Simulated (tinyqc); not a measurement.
RHF in the sto-6g basis, for H2O, spin multiplicity 1, step by step. One step of it, computed by the program tinyqc.

Task: Iteration 2: diagonalisation and new density. Diagonalise F' = X^T F X, C = X C', fill 5 alpha and 5 beta electrons from the bottom; D = 2 C_occ C_occ^T; the new density keeps 0.7 of the old one (damping). Each column has its largest component positive (the first on a tie).

extrapolated F (hartree):
```
             1O 1s      1O 2s     1O 2px     1O 2py     1O 2pz      2H 1s      3H 1s
1O 1s   -20.513067  -4.908483   0.000000  -0.003158  -0.022531  -1.330437  -1.066443
1O 2s    -4.908483  -2.174499   0.000000  -0.017990  -0.166596  -0.979199  -0.832494
1O 2px    0.000000   0.000000  -0.303317   0.000000   0.000000   0.000000   0.000000
1O 2py   -0.003158  -0.017990   0.000000  -0.431168  -0.009810  -0.308452   0.274559
1O 2pz   -0.022531  -0.166596   0.000000  -0.009810  -0.374201  -0.331762  -0.299992
2H 1s    -1.330437  -0.979199   0.000000  -0.308452  -0.331762  -0.513992  -0.382597
3H 1s    -1.066443  -0.832494   0.000000   0.274559  -0.299992  -0.382597  -0.395657
```

X:
```
            1O 1s      1O 2s    1O 2px     1O 2py     1O 2pz      2H 1s      3H 1s
1O 1s    1.022817  -0.138660  0.000000  -0.001299  -0.010170   0.020788   0.018583
1O 2s   -0.138660   1.250469  0.000000   0.024876   0.122875  -0.335910  -0.258244
1O 2px   0.000000   0.000000  1.000000   0.000000   0.000000   0.000000   0.000000
1O 2py  -0.001299   0.024876  0.000000   1.104223   0.011206  -0.240371   0.207554
1O 2pz  -0.010170   0.122875  0.000000   0.011206   1.065803  -0.176057  -0.143546
2H 1s    0.020788  -0.335910  0.000000  -0.240371  -0.176057   1.252513  -0.105034
3H 1s    0.018583  -0.258244  0.000000   0.207554  -0.143546  -0.105034   1.184469
```

D after iteration 1:
```
            1O 1s      1O 2s    1O 2px     1O 2py     1O 2pz      2H 1s      3H 1s
1O 1s    0.652119  -0.259913  0.000000   0.013698   0.092987   0.065864   0.058879
1O 2s   -0.259913   1.518134  0.000000   0.004649  -0.232804  -0.875028  -0.632139
1O 2px   0.000000   0.000000  2.000000   0.000000   0.000000   0.000000   0.000000
1O 2py   0.013698   0.004649  0.000000   2.485773  -0.002358  -0.855159   0.749670
1O 2pz   0.092987  -0.232804  0.000000  -0.002358   1.916199  -0.462005  -0.365190
2H 1s    0.065864  -0.875028  0.000000  -0.855159  -0.462005   2.426503  -0.325490
3H 1s    0.058879  -0.632139  0.000000   0.749670  -0.365190  -0.325490   2.127513
```

overlap S:
```
           1O 1s     1O 2s    1O 2px     1O 2py    1O 2pz     2H 1s      3H 1s
1O 1s   1.000000  0.231145  0.000000   0.000000  0.000000  0.062136   0.049755
1O 2s   0.231145  1.000000  0.000000   0.000000  0.000000  0.510022   0.446497
1O 2px  0.000000  0.000000  1.000000   0.000000  0.000000  0.000000   0.000000
1O 2py  0.000000  0.000000  0.000000   1.000000  0.000000  0.305527  -0.280383
1O 2pz  0.000000  0.000000  0.000000   0.000000  1.000000  0.272583   0.250435
2H 1s   0.062136  0.510022  0.000000   0.305527  0.272583  1.000000   0.284722
3H 1s   0.049755  0.446497  0.000000  -0.280383  0.250435  0.284722   1.000000
```

Give: F' = X^T F X; orbital energies; coefficients C; D after iteration 2.

Result:

F' = X^T F X (hartree):
```
          1        2        3        4        5        6        7
1  -20.1970  -2.4519   0.0000  -0.0007  -0.0263  -0.2727  -0.1898
2   -2.4519  -1.0927   0.0000   0.0162   0.0166  -0.4836  -0.3822
3    0.0000   0.0000  -0.3033   0.0000   0.0000   0.0000   0.0000
4   -0.0007   0.0162   0.0000  -0.2439   0.0087  -0.3492   0.3081
5   -0.0263   0.0166   0.0000   0.0087  -0.2542  -0.2785  -0.2318
6   -0.2727  -0.4836   0.0000  -0.3492  -0.2785   0.0799  -0.1198
7   -0.1898  -0.3822   0.0000   0.3081  -0.2318  -0.1198   0.0483
```

orbital energies (hartree): MO1 -20.5148, MO2 -1.1233, MO3 -0.5405, MO4 -0.3849, MO5 -0.3033, MO6 0.3818, MO7 0.5221

coefficients C:
```
            MO1      MO2      MO3      MO4     MO5      MO6      MO7
1O 1s    0.9976  -0.2216   0.0118   0.0931  0.0000   0.0944   0.0655
1O 2s    0.0116   0.8643  -0.0672  -0.4934  0.0000  -0.7028  -0.5377
1O 2px   0.0000   0.0000   0.0000   0.0000  1.0000   0.0000   0.0000
1O 2py   0.0004   0.0234   0.7588  -0.0305  0.0000   0.4268  -0.7494
1O 2pz   0.0025   0.1931   0.0187   0.8191  0.0000  -0.5826  -0.3935
2H 1s   -0.0029   0.1352   0.3160   0.1990  0.0000   0.2399   1.2516
3H 1s   -0.0022   0.1033  -0.3140   0.2161  0.0000   1.1292  -0.3372
```

D after iteration 2:
```
          1O 1s    1O 2s  1O 2px   1O 2py   1O 2pz    2H 1s    3H 1s
1O 1s    1.0883  -0.3180  0.0000   0.0104   0.0868   0.0397   0.0360
1O 2s   -0.3180   1.6598  0.0000  -0.0062  -0.3061  -0.6141  -0.4403
1O 2px   0.0000   0.0000  2.0000   0.0000   0.0000   0.0000   0.0000
1O 2py   0.0104  -0.0062  0.0000   2.0864  -0.0054  -0.4565   0.3793
1O 2pz   0.0868  -0.3061  0.0000  -0.0054   1.7665  -0.2064  -0.1410
2H 1s    0.0397  -0.6141  0.0000  -0.4565  -0.2064   1.7932  -0.2532
3H 1s    0.0360  -0.4403  0.0000   0.3793  -0.1410  -0.2532   1.5828
```
